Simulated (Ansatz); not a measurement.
# NH2O (doublet): PBE0, B3LYP over a scan of the distance N1–O2, cc-pVDZ

Aim: run NH2O (doublet) with these functionals over a scan of the distance N1–O2, and hold them against the top wave-function level at the same points.

Computed with Ansatz 0.2.0, Gaussian basis. Level: cc-pVDZ, all electrons in the functionals.

The runs, in order: PBE0, B3LYP, at 1.075 Å; 1.205 Å; 1.354 Å; 1.503 Å; 1.670 Å; 1.869 Å; 2.208 Å; 2.482 Å; 2.903 Å; 3.671 Å; 4.693 Å.

32 further runs of the same task are left out: 3 for a known fault of the program, 1 for a mislabelled method, 22 that didn't finish, 6 set aside as unsound or not needed.

**1. The system**

The geometry derives from a PBE0/def2-TZVP stationary point (not a proven minimum). One bond is set to the value named and the two fragments are kept rigid.

4 atoms, charge 0, spin multiplicity 2.

Atoms are counted from 1 here; the program's logs count them from 0.

Bond lengths: N1–O2 1.354 Å, N1–H3 1.026 Å, O2–H4 0.964 Å. Angles: O2–N1–H3 101.2°, N1–O2–H4 104.4°.

No dispersion term is added. B3LYP takes the VWN-RPA correlation.

The geometry shown and the zero of energy belong to the point 1.354 Å. The yardstick, UCCSDT(Q), and other wave-function levels (R restricted, U unrestricted, valence and pair active spaces) come from earlier runs.

**2. PBE0, 1.075 Å**

in.yaml reads:

```yaml
crystal:
  periodic: [false, false, false]
  atoms:
    - {symbol: N, position_ang: [0.000000, -0.140384, 0.554704]}
    - {symbol: O, position_ang: [0.000000, 0.119234, -0.488475]}
    - {symbol: H, position_ang: [0.000000, 0.787851, 0.991692]}
    - {symbol: H, position_ang: [0.000000, -0.729664, -0.946310]}
basis:
  gaussian: {orbitals: cc-pVDZ}
magnetization: {spin_polarized: true, initial_magnetization: 1}
hamiltonian: {xc: {name: PBE0}}
output: {orbitals: {seedname: orbitals}}
```

The run is started by

```sh
$ ansatz run in.yaml --threads 1 --pin off --events-out ev --progress --plain --max-ram 2393MiB
```

Log:

```text
Functional definition: PBE0
  name "PBE0"
  cite "Adamo & Barone, J. Chem. Phys. 110, 6158 (1999) doi:10.1063/1.478522"
  cite "Perdew, Burke & Ernzerhof, Phys. Rev. Lett. 77, 3865 (1996) doi:10.1103/PhysRevLett.77.3865"
  parent pbe
  parameter a = 0.25
  parameter kappa = 0.804
  parameter beta = 0.06672455060314922
  exchange = (1 - a)*pbe_x(kappa = kappa, mu = beta*pi^2/3) + a*exact_x
  correlation = pbe_c(beta = beta)
353 factors; integrals over basis functions are off by at most 1.4e-3 eV
mean field evaluation 1: about -3557.1287 eV, gradient 2.5e1 eV
mean field evaluation 2: about -3557.2230 eV, gradient 2.5e1 eV
mean field evaluation 4: about -3559.6760 eV, gradient 5.9e-1 eV
mean field evaluation 8: about -3559.8699 eV, gradient 1.7e-2 eV
mean field evaluation 16: about -3559.8699 eV, gradient 7.6e-5 eV
mean field -3559.86990573 eV, -130.8228060692 hartree, gradient 7.6e-5 eV, S^2 0.752660; 0 other end points of the search recorded, 0 dependent functions left out
reference -3559.86991905 eV, -130.8228065587 hartree; 9, 8 occupied and 29, 30 virtual orbitals, 353 factors
Total energy: -3559.86991905 eV, -130.8228065587 hartree
```

It took 0.48 s on 1 thread of Intel Xeon 6975P-C, shared host.

From the report: ⟨S²⟩ of the determinant 0.753 (pure doublet: 0.75).

**3. PBE0, 1.205 Å**

in.yaml reads:

```yaml
crystal:
  periodic: [false, false, false]
  atoms:
    - {symbol: N, position_ang: [0.000000, -0.157059, 0.621705]}
    - {symbol: O, position_ang: [0.000000, 0.133955, -0.547626]}
    - {symbol: H, position_ang: [0.000000, 0.771176, 1.058693]}
    - {symbol: H, position_ang: [0.000000, -0.714943, -1.005461]}
basis:
  gaussian: {orbitals: cc-pVDZ}
magnetization: {spin_polarized: true, initial_magnetization: 1}
hamiltonian: {xc: {name: PBE0}}
output: {forces: true, orbitals: {seedname: orbitals}}
```

Launched as before.

Log, cut to the lines that bear on the results:

```text
Functional definition: PBE0
  name "PBE0"
  cite "Adamo & Barone, J. Chem. Phys. 110, 6158 (1999) doi:10.1063/1.478522"
  cite "Perdew, Burke & Ernzerhof, Phys. Rev. Lett. 77, 3865 (1996) doi:10.1103/PhysRevLett.77.3865"
  parent pbe
[...]
352 factors; integrals over basis functions are off by at most 1.5e-3 eV
[...]
mean field -3562.42187718 eV, -130.9165892901 hartree, gradient 1.1e-5 eV, S^2 0.753054; 0 other end points of the search recorded, 0 dependent functions left out
[...]
reference -3562.42189012 eV, -130.9165897658 hartree; 9, 8 occupied and 29, 30 virtual orbitals, 352 factors
Total energy: -3562.42189012 eV, -130.9165897658 hartree
Atom 0 at     0.000000    -0.157059     0.621705 Å, force     0.000000    -1.687994     9.655746 eV/Å
Atom 1 at     0.000000     0.133955    -0.547626 Å, force     0.000000     1.634914    -9.715461 eV/Å
Atom 2 at     0.000000     0.771176     1.058693 Å, force    -0.000000     0.128028     0.758211 eV/Å
Atom 3 at     0.000000    -0.714943    -1.005461 Å, force    -0.000000    -0.074947    -0.698496 eV/Å
Dipole moment:     0.000000     0.014263    -0.236849 e Å
```

Run time: 0.57 s. Hardware: 1 thread of Intel Xeon 6975P-C, shared host.

From the report: ⟨S²⟩ of the determinant 0.753 (pure doublet: 0.75).

**4. PBE0, 1.354 Å**

in.yaml reads:

```yaml
crystal:
  periodic: [false, false, false]
  atoms:
    - {symbol: N, position_ang: [0.000000, -0.176115, 0.698274]}
    - {symbol: O, position_ang: [0.000000, 0.150778, -0.615224]}
    - {symbol: H, position_ang: [0.000000, 0.752120, 1.135262]}
    - {symbol: H, position_ang: [0.000000, -0.698120, -1.073059]}
basis:
  gaussian: {orbitals: cc-pVDZ}
magnetization: {spin_polarized: true, initial_magnetization: 1}
hamiltonian: {xc: {name: PBE0}}
output: {orbitals: {seedname: orbitals}}
```

Same command.

Log:

```text
Functional definition: PBE0
  name "PBE0"
  cite "Adamo & Barone, J. Chem. Phys. 110, 6158 (1999) doi:10.1063/1.478522"
  cite "Perdew, Burke & Ernzerhof, Phys. Rev. Lett. 77, 3865 (1996) doi:10.1103/PhysRevLett.77.3865"
  parent pbe
  parameter a = 0.25
  parameter kappa = 0.804
  parameter beta = 0.06672455060314922
  exchange = (1 - a)*pbe_x(kappa = kappa, mu = beta*pi^2/3) + a*exact_x
  correlation = pbe_c(beta = beta)
355 factors; integrals over basis functions are off by at most 1.6e-3 eV
mean field evaluation 1: about -3561.4735 eV, gradient 1.9e1 eV
mean field evaluation 2: about -3561.8314 eV, gradient 1.7e1 eV
mean field evaluation 4: about -3562.9450 eV, gradient 9.3e-1 eV
mean field evaluation 8: about -3563.0835 eV, gradient 5.4e-2 eV
mean field evaluation 16: about -3563.0835 eV, gradient 1.0e-4 eV
mean field -3563.08354155 eV, -130.9409050072 hartree, gradient 1.6e-5 eV, S^2 0.753357; 0 other end points of the search recorded, 0 dependent functions left out
reference -3563.08355423 eV, -130.9409054730 hartree; 9, 8 occupied and 29, 30 virtual orbitals, 355 factors
Total energy: -3563.08355423 eV, -130.9409054730 hartree
```

Run time: 0.51 s. Hardware: 1 thread of Intel Xeon 6975P-C, shared host.

From the report: ⟨S²⟩ of the determinant 0.753 (pure doublet: 0.75).

**5. PBE0, 1.503 Å**

in.yaml reads:

```yaml
crystal:
  periodic: [false, false, false]
  atoms:
    - {symbol: N, position_ang: [0.000000, -0.195283, 0.775292]}
    - {symbol: O, position_ang: [0.000000, 0.167700, -0.683218]}
    - {symbol: H, position_ang: [0.000000, 0.732952, 1.212280]}
    - {symbol: H, position_ang: [0.000000, -0.681198, -1.141053]}
basis:
  gaussian: {orbitals: cc-pVDZ}
magnetization: {spin_polarized: true, initial_magnetization: 1}
hamiltonian: {xc: {name: PBE0}}
output: {orbitals: {seedname: orbitals}}
```

Same command.

Log:

```text
Functional definition: PBE0
  name "PBE0"
  cite "Adamo & Barone, J. Chem. Phys. 110, 6158 (1999) doi:10.1063/1.478522"
  cite "Perdew, Burke & Ernzerhof, Phys. Rev. Lett. 77, 3865 (1996) doi:10.1103/PhysRevLett.77.3865"
  parent pbe
  parameter a = 0.25
  parameter kappa = 0.804
  parameter beta = 0.06672455060314922
  exchange = (1 - a)*pbe_x(kappa = kappa, mu = beta*pi^2/3) + a*exact_x
  correlation = pbe_c(beta = beta)
357 factors; integrals over basis functions are off by at most 1.4e-3 eV
mean field evaluation 1: about -3561.3166 eV, gradient 1.8e1 eV
mean field evaluation 2: about -3561.4434 eV, gradient 1.8e1 eV
mean field evaluation 4: about -3562.6055 eV, gradient 1.1e0 eV
mean field evaluation 8: about -3562.7325 eV, gradient 1.2e-1 eV
mean field evaluation 16: about -3562.7327 eV, gradient 1.7e-4 eV
mean field -3562.73274792 eV, -130.9280135789 hartree, gradient 4.9e-5 eV, S^2 0.753734; 0 other end points of the search recorded, 0 dependent functions left out
reference -3562.73276047 eV, -130.9280140402 hartree; 9, 8 occupied and 29, 30 virtual orbitals, 357 factors
Total energy: -3562.73276047 eV, -130.9280140402 hartree
```

Run time: 0.54 s. Hardware: 1 thread of Intel Xeon 6975P-C, shared host.

From the report: ⟨S²⟩ of the determinant 0.754 (pure doublet: 0.75).

From 1.354 Å: +8.1 kcal/mol.

**6. PBE0, 1.670 Å**

in.yaml reads:

```yaml
crystal:
  periodic: [false, false, false]
  atoms:
    - {symbol: N, position_ang: [0.000000, -0.216703, 0.861363]}
    - {symbol: O, position_ang: [0.000000, 0.186611, -0.759204]}
    - {symbol: H, position_ang: [0.000000, 0.711532, 1.298351]}
    - {symbol: H, position_ang: [0.000000, -0.662287, -1.217039]}
basis:
  gaussian: {orbitals: cc-pVDZ}
magnetization: {spin_polarized: true, initial_magnetization: 1}
hamiltonian: {xc: {name: PBE0}}
output: {forces: true, orbitals: {seedname: orbitals}}
```

The command is unchanged.

Log, cut to the lines that bear on the results:

```text
Functional definition: PBE0
  name "PBE0"
  cite "Adamo & Barone, J. Chem. Phys. 110, 6158 (1999) doi:10.1063/1.478522"
  cite "Perdew, Burke & Ernzerhof, Phys. Rev. Lett. 77, 3865 (1996) doi:10.1103/PhysRevLett.77.3865"
  parent pbe
[...]
354 factors; integrals over basis functions are off by at most 1.4e-3 eV
[...]
mean field -3561.92530211 eV, -130.8983404930 hartree, gradient 4.4e-5 eV, S^2 0.756811; 0 other end points of the search recorded, 0 dependent functions left out
[...]
reference -3561.92531467 eV, -130.8983409545 hartree; 9, 8 occupied and 29, 30 virtual orbitals, 354 factors
Total energy: -3561.92531467 eV, -130.8983409545 hartree
Atom 0 at     0.000000    -0.216703     0.861363 Å, force    -0.000000    -0.606750    -4.826378 eV/Å
Atom 1 at     0.000000     0.186611    -0.759204 Å, force    -0.000000     0.345052     4.832674 eV/Å
Atom 2 at     0.000000     0.711532     1.298351 Å, force     0.000000     0.911253    -0.555261 eV/Å
Atom 3 at     0.000000    -0.662287    -1.217039 Å, force     0.000000    -0.649555     0.548965 eV/Å
Dipole moment:    -0.000000    -0.014736     0.038027 e Å
```

Wall time 0.63 s (1 thread of Intel Xeon 6975P-C, shared host).

From the report: ⟨S²⟩ of the determinant 0.757 (pure doublet: 0.75).

From 1.354 Å: +26.7 kcal/mol.

**7. PBE0, 1.869 Å**

in.yaml reads:

```yaml
crystal:
  periodic: [false, false, false]
  atoms:
    - {symbol: N, position_ang: [0.000000, -0.242228, 0.963926]}
    - {symbol: O, position_ang: [0.000000, 0.209145, -0.849750]}
    - {symbol: H, position_ang: [0.000000, 0.686007, 1.400914]}
    - {symbol: H, position_ang: [0.000000, -0.639753, -1.307585]}
basis:
  gaussian: {orbitals: cc-pVDZ}
magnetization: {spin_polarized: true, initial_magnetization: 1}
hamiltonian: {xc: {name: PBE0}}
output: {forces: true, orbitals: {seedname: orbitals}}
```

Launched as before.

Log, cut to the lines that bear on the results:

```text
Functional definition: PBE0
  name "PBE0"
  cite "Adamo & Barone, J. Chem. Phys. 110, 6158 (1999) doi:10.1063/1.478522"
  cite "Perdew, Burke & Ernzerhof, Phys. Rev. Lett. 77, 3865 (1996) doi:10.1103/PhysRevLett.77.3865"
  parent pbe
[...]
354 factors; integrals over basis functions are off by at most 1.4e-3 eV
[...]
mean field -3560.91094962 eV, -130.8610637266 hartree, gradient 2.5e-5 eV, S^2 0.895116; 2 other end points of the search recorded, 0 dependent functions left out
[...]
reference -3560.91096243 eV, -130.8610641970 hartree; 9, 8 occupied and 29, 30 virtual orbitals, 354 factors
Total energy: -3560.91096243 eV, -130.8610641970 hartree
Atom 0 at     0.000000    -0.242228     0.963926 Å, force     0.000000    -0.921119    -3.946178 eV/Å
Atom 1 at     0.000000     0.209145    -0.849750 Å, force     0.000000     0.654864     3.907154 eV/Å
Atom 2 at     0.000000     0.686007     1.400914 Å, force    -0.000000     1.066090    -0.492607 eV/Å
Atom 3 at     0.000000    -0.639753    -1.307585 Å, force    -0.000000    -0.799835     0.531630 eV/Å
Dipole moment:     0.000000    -0.023565     0.109475 e Å
```

It took 0.78 s on 1 thread of Intel Xeon 6975P-C, shared host.

From the report: ⟨S²⟩ of the determinant 0.895 (pure doublet: 0.75).

From 1.354 Å: +50.1 kcal/mol.

Orbitals, density, ELF and potential are computed afterwards from the orbital file.

Frontier orbitals at PBE0/cc-pVDZ (alpha spin), with the share of their density that lies nearest to each atom:

| orbital | energy (eV) | lies on |
| --- | --- | --- |
| HOMO | -8.00 | O2 71 %; N1 20 %; H4 6 % |
| LUMO | -2.21 | O2 53 %; N1 36 %; H4 7 % |

ELF in a plane through or near 4 of the atoms.

Values, 10 rows by 14 columns:
```
0.00 0.00 0.00 0.00 0.00 0.00 0.00 0.00 0.00 0.00 0.00 0.00 0.00 0.00
0.00 0.00 0.00 0.00 0.00 0.00 0.00 0.03 0.07 0.03 0.00 0.00 0.00 0.00
0.00 0.00 0.00 0.00 0.01 0.00 0.06 0.61 0.83 0.69 0.21 0.00 0.00 0.00
0.00 0.00 0.00 0.32 0.66 0.12 0.10 0.82 0.95 0.86 0.32 0.01 0.00 0.00
0.00 0.00 0.05 0.79 0.98 0.79 0.29 0.74 0.58 0.69 0.50 0.05 0.00 0.00
0.00 0.00 0.03 0.45 0.85 0.62 0.67 0.48 0.72 0.99 0.97 0.44 0.00 0.00
0.00 0.00 0.00 0.02 0.44 0.82 0.85 0.30 0.20 0.93 0.97 0.41 0.00 0.00
0.00 0.00 0.00 0.01 0.30 0.68 0.59 0.10 0.01 0.38 0.45 0.01 0.00 0.00
0.00 0.00 0.00 0.00 0.03 0.12 0.09 0.00 0.00 0.00 0.00 0.00 0.00 0.00
0.00 0.00 0.00 0.00 0.00 0.00 0.00 0.00 0.00 0.00 0.00 0.00 0.00 0.00
```
The map spans 8.2 Å across and 6.2 Å up, centred on the molecule. Atoms in the plane (x, y in Å): N1 (0.8, 0.5), O2 (-0.8, -0.5), H3 (1.5, -0.3), H4 (-1.5, 0.2).

On the surface of density 0.002 e/bohr³ the electrostatic potential runs, from the 1st to the 99th percentile, from -1.36 V near O2 to 2.07 V near H4.

The spin density lies nearest to N1 72 %; O2 19 % (beta excess); H3 7 %.

**8. PBE0, 2.208 Å**

in.yaml reads:

```yaml
crystal:
  periodic: [false, false, false]
  atoms:
    - {symbol: N, position_ang: [0.000000, -0.285711, 1.138645]}
    - {symbol: O, position_ang: [0.000000, 0.247533, -1.003997]}
    - {symbol: H, position_ang: [0.000000, 0.642524, 1.575633]}
    - {symbol: H, position_ang: [0.000000, -0.601365, -1.461832]}
basis:
  gaussian: {orbitals: cc-pVDZ}
magnetization: {spin_polarized: true, initial_magnetization: 1}
hamiltonian: {xc: {name: PBE0}}
output: {forces: true, orbitals: {seedname: orbitals}}
```

Same command.

Log, cut to the lines that bear on the results:

```text
Functional definition: PBE0
  name "PBE0"
  cite "Adamo & Barone, J. Chem. Phys. 110, 6158 (1999) doi:10.1063/1.478522"
  cite "Perdew, Burke & Ernzerhof, Phys. Rev. Lett. 77, 3865 (1996) doi:10.1103/PhysRevLett.77.3865"
  parent pbe
[...]
356 factors; integrals over basis functions are off by at most 1.5e-3 eV
[...]
mean field -3560.08606925 eV, -130.8307499320 hartree, gradient 1.5e-5 eV, S^2 1.483072; 4 other end points of the search recorded, 0 dependent functions left out
[...]
reference -3560.08608289 eV, -130.8307504331 hartree; 9, 8 occupied and 29, 30 virtual orbitals, 356 factors
Total energy: -3560.08608289 eV, -130.8307504331 hartree
Atom 0 at     0.000000    -0.285711     1.138645 Å, force     0.000000    -1.031542    -1.285903 eV/Å
Atom 1 at     0.000000     0.247533    -1.003997 Å, force    -0.000000     0.825758     1.191334 eV/Å
Atom 2 at     0.000000     0.642524     1.575633 Å, force    -0.000000     0.963730     0.014015 eV/Å
Atom 3 at     0.000000    -0.601365    -1.461832 Å, force    -0.000000    -0.757946     0.080554 eV/Å
Dipole moment:     0.000000    -0.023002     0.076403 e Å
```

Wall time 1.4 s (1 thread of Intel Xeon 6975P-C, shared host).

From the report: ⟨S²⟩ of the determinant 1.483 (pure doublet: 0.75). The determinant is far from a pure spin state, so its energy mixes those of several spin states (harmless only where they are near-degenerate, as at dissociation).

From 1.354 Å: +69.1 kcal/mol.

**9. PBE0, 2.482 Å**

in.yaml reads:

```yaml
crystal:
  periodic: [false, false, false]
  atoms:
    - {symbol: N, position_ang: [0.000000, -0.320856, 1.279862]}
    - {symbol: O, position_ang: [0.000000, 0.278560, -1.128669]}
    - {symbol: H, position_ang: [0.000000, 0.607379, 1.716850]}
    - {symbol: H, position_ang: [0.000000, -0.570338, -1.586504]}
basis:
  gaussian: {orbitals: cc-pVDZ}
magnetization: {spin_polarized: true, initial_magnetization: 1}
hamiltonian: {xc: {name: PBE0}}
output: {forces: true, orbitals: {seedname: orbitals}}
```

Launched as before.

Log, cut to the lines that bear on the results:

```text
Functional definition: PBE0
  name "PBE0"
  cite "Adamo & Barone, J. Chem. Phys. 110, 6158 (1999) doi:10.1063/1.478522"
  cite "Perdew, Burke & Ernzerhof, Phys. Rev. Lett. 77, 3865 (1996) doi:10.1103/PhysRevLett.77.3865"
  parent pbe
[...]
357 factors; integrals over basis functions are off by at most 1.5e-3 eV
[...]
mean field -3559.85903054 eV, -130.8224064134 hartree, gradient 6.1e-6 eV, S^2 1.647175; 8 other end points of the search recorded, 0 dependent functions left out
[...]
reference -3559.85904470 eV, -130.8224069336 hartree; 9, 8 occupied and 29, 30 virtual orbitals, 357 factors
Total energy: -3559.85904470 eV, -130.8224069336 hartree
Atom 0 at     0.000000    -0.320856     1.279862 Å, force     0.000000    -0.937623    -0.788096 eV/Å
Atom 1 at     0.000000     0.278560    -1.128669 Å, force    -0.000000     0.737021     0.694895 eV/Å
Atom 2 at     0.000000     0.607379     1.716850 Å, force     0.000000     0.905127     0.209335 eV/Å
Atom 3 at     0.000000    -0.570338    -1.586504 Å, force     0.000000    -0.704526    -0.116134 eV/Å
Dipole moment:     0.000000    -0.019840     0.035105 e Å
```

Wall time 2.5 s (1 thread of Intel Xeon 6975P-C, shared host).

From the report: ⟨S²⟩ of the determinant 1.647 (pure doublet: 0.75). The determinant is far from a pure spin state, so its energy mixes those of several spin states (harmless only where they are near-degenerate, as at dissociation).

From 1.354 Å: +74.4 kcal/mol.

**10. PBE0, 2.903 Å**

in.yaml reads:

```yaml
crystal:
  periodic: [false, false, false]
  atoms:
    - {symbol: N, position_ang: [0.000000, -0.374856, 1.496843]}
    - {symbol: O, position_ang: [0.000000, 0.326234, -1.320227]}
    - {symbol: H, position_ang: [0.000000, 0.553379, 1.933831]}
    - {symbol: H, position_ang: [0.000000, -0.522664, -1.778062]}
basis:
  gaussian: {orbitals: cc-pVDZ}
magnetization: {spin_polarized: true, initial_magnetization: 1}
hamiltonian: {xc: {name: PBE0}}
output: {orbitals: {seedname: orbitals}}
```

Same command.

Log, cut to the lines that bear on the results:

```text
Functional definition: PBE0
  name "PBE0"
  cite "Adamo & Barone, J. Chem. Phys. 110, 6158 (1999) doi:10.1063/1.478522"
  cite "Perdew, Burke & Ernzerhof, Phys. Rev. Lett. 77, 3865 (1996) doi:10.1103/PhysRevLett.77.3865"
  parent pbe
[...]
356 factors; integrals over basis functions are off by at most 1.4e-3 eV
[...]
mean field -3559.71142651 eV, -130.8169820652 hartree, gradient 6.3e-6 eV, S^2 1.729990; 8 other end points of the search recorded, 0 dependent functions left out
reference -3559.71144115 eV, -130.8169826034 hartree; 9, 8 occupied and 29, 30 virtual orbitals, 356 factors
Total energy: -3559.71144115 eV, -130.8169826034 hartree
```

Wall time 3 s (1 thread of Intel Xeon 6975P-C, shared host).

From the report: ⟨S²⟩ of the determinant 1.730 (pure doublet: 0.75). The determinant is far from a pure spin state, so its energy mixes those of several spin states (harmless only where they are near-degenerate, as at dissociation).

From 1.354 Å: +77.8 kcal/mol.

The fields below are evaluated on a grid from the run's orbitals.

Frontier orbitals at PBE0/cc-pVDZ (alpha spin), with the share of their density that lies nearest to each atom:

| orbital | energy (eV) | lies on |
| --- | --- | --- |
| HOMO | -8.27 | O2 91 %; H4 8 % |
| LUMO | -3.24 | O2 88 %; H4 9 % |

ELF in a plane through or near 4 of the atoms.

Ten even steps from '0' (0.00) to '9' (1.00):
```
0000000000000000000000000000
0000000000000000000000000000
0000000000000000000000000000
0000000000000001344310000000
0000000000000014677642000000
0000003552000046888763000000
0000027885100158999874000000
0000158897300158965763000000
0000168998520037754664100000
0000148998641026754886200000
0000015784463003678999510000
0000002564175101369999730000
0000001367885100158999820000
0000001357874100048999500000
0000000235652000015886100000
0000000012220000000221000000
0000000000000000000000000000
0000000000000000000000000000
0000000000000000000000000000
0000000000000000000000000000
```
The map spans 9.0 Å across and 6.2 Å up, centred on the molecule. Atoms in the plane (x, y in Å): N1 (1.4, 0.5), O2 (-1.4, -0.5), H3 (1.9, -0.4), H4 (-1.9, 0.3).

On the surface of density 0.002 e/bohr³ the electrostatic potential runs, from the 1st to the 99th percentile, from -1.27 V near O2 to 2.18 V near H4.

The spin density lies nearest to N1 61 %; O2 31 % (beta excess); H3 6 %.

**11. PBE0, 3.671 Å**

in.yaml reads:

```yaml
crystal:
  periodic: [false, false, false]
  atoms:
    - {symbol: N, position_ang: [0.000000, -0.473365, 1.892665]}
    - {symbol: O, position_ang: [0.000000, 0.413201, -1.669672]}
    - {symbol: H, position_ang: [0.000000, 0.454870, 2.329653]}
    - {symbol: H, position_ang: [0.000000, -0.435697, -2.127507]}
basis:
  gaussian: {orbitals: cc-pVDZ}
magnetization: {spin_polarized: true, initial_magnetization: 1}
hamiltonian: {xc: {name: PBE0}}
output: {orbitals: {seedname: orbitals}}
```

Launched as before.

Log, cut to the lines that bear on the results:

```text
Functional definition: PBE0
  name "PBE0"
  cite "Adamo & Barone, J. Chem. Phys. 110, 6158 (1999) doi:10.1063/1.478522"
  cite "Perdew, Burke & Ernzerhof, Phys. Rev. Lett. 77, 3865 (1996) doi:10.1103/PhysRevLett.77.3865"
  parent pbe
[...]
356 factors; integrals over basis functions are off by at most 1.4e-3 eV
[...]
mean field -3559.62290713 eV, -130.8137290381 hartree, gradient 2.7e-6 eV, S^2 1.755451; 7 other end points of the search recorded, 0 dependent functions left out
reference -3559.62292289 eV, -130.8137296171 hartree; 9, 8 occupied and 29, 30 virtual orbitals, 356 factors
Total energy: -3559.62292289 eV, -130.8137296171 hartree
```

Wall time 2.7 s (1 thread of Intel Xeon 6975P-C, shared host).

From the report: ⟨S²⟩ of the determinant 1.755 (pure doublet: 0.75). The determinant is far from a pure spin state, so its energy mixes those of several spin states (harmless only where they are near-degenerate, as at dissociation).

From 1.354 Å: +79.8 kcal/mol.

(Part 1 of 2 ends here.)
